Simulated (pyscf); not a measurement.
Substitution at C: H₃C–Zn–SH (SMILES [CH3][Zn][SH]) + CH₃• (SMILES [CH3]) → H₃C–CH₃ (SMILES CC) + [HS–Zn]• (SMILES [SH][Zn])

Gas phase, doublet surface, charge 0. Bonds broken: C1–Zn2. Bonds formed: C1–C8. Structures and frequencies: ωB97X-D3(BJ)/def2-SVP in PySCF.

Transition state (Å):

```xyz
11

C     -1.0063     0.4738     0.1490
Zn     0.4115    -1.1702     0.5760
S      1.7601    -2.8581     1.1142
H     -0.9636     0.2880    -0.9242
H     -1.7719    -0.0132     0.7541
H     -0.3403     1.2091     0.6008
H      2.3882    -2.8016    -0.0790
C     -2.3610     2.0054    -0.2160
H     -1.8232     2.7111    -0.8605
H     -3.2117     1.5214    -0.7107
H     -2.6032     2.4128     0.7730
```

One imaginary mode, 1091i cm⁻¹; descent along it reached the two sides named.

```tsv
bond	change	reactant side (Å)	saddle	product side
C1–Zn2	breaks	1.937	2.212	3.8
C1–C8	forms	3.6	2.077	1.527
```

Electronic energies relative to the separated reactants (kcal/mol):

```csv
level,barrier,reaction energy,reverse barrier
ωB97X-D3(BJ)/def2-TZVP,28.1,-21.7,49.9
PBE/def2-TZVP,17.0,-24.2,41.2
r²SCAN/def2-TZVP,22.9,-19.7,42.6
B3LYP-D3(BJ)/def2-TZVP,21.2,-24.2,45.4
PBE0-D3(BJ)/def2-TZVP,22.1,-24.2,46.3
M06-2X/def2-TZVP,22.8,-27.3,50.1
ωB97M-D3(BJ)/def2-TZVP,26.7,-23.5,50.2
HF/def2-TZVP,41.5,-23.6,65.0
```

With ωB97M-D3(BJ)/def2-TZVP energies and thermal terms (ideal gas, 1 atm, RRHO with modes under 100 cm⁻¹ raised to 100, one conformer, R ln 2 for rigid chiral ones), in kcal/mol:

```tsv
T (K)	ΔH‡	ΔG‡	ΔH	ΔG
298	28.8	38.7	-19.0	-17.7
600	28.8	48.7	-20.6	-15.8
900	29.2	58.6	-21.5	-13.1
1200	29.6	68.3	-22.1	-10.2
```

One saddle was located; it need not be the lowest between these sides. The angle at the attacked C is 179°. Elements up to Kr have no core potential and no relativistic terms here.
